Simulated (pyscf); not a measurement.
H₃Si–GeH₃ (SMILES [SiH3][GeH3]) + HCl (SMILES Cl) → Cl–SiH₂–GeH₃ (SMILES Cl[SiH2][GeH3]) + H₂ (SMILES [H][H]) (four-centre exchange; singlet surface; H–Si, Cl–H broken, Cl–Si, H–H formed). Optimised with ωB97X-D3(BJ)/def2-SVP in PySCF. Rate constants from transition-state theory, ωB97M-D3(BJ)/def2-TZVP energies (ideal gas, 1 atm, RRHO with modes under 100 cm⁻¹ raised to 100, one conformer, R ln 2 for chiral ones without a mode under 150 cm⁻¹; no tunnelling), k in cm³ molecule⁻¹ s⁻¹.

```tsv
T (K)	1000/T	log10 k
298	3.354	-39.58
600	1.667	-25.97
900	1.111	?
1200	0.833	-18.91
```

Fit an Arrhenius line to the three values, give the activation energy, and predict k at 900 K.

Least squares gives log10 k = -12.19 − 8.18 × 1000/T, so Ea = 8.18 × ln 10 × 1.987 = 37.4 kcal/mol, against an electronic barrier of 35.4. At 900 K the line gives -21.28; the computed value is -21.33 (ΔG‡ = 64.6 kcal/mol), close to the line. One saddle was located; it need not be the lowest between these sides. Elements up to Kr have no core potential and no relativistic terms here.
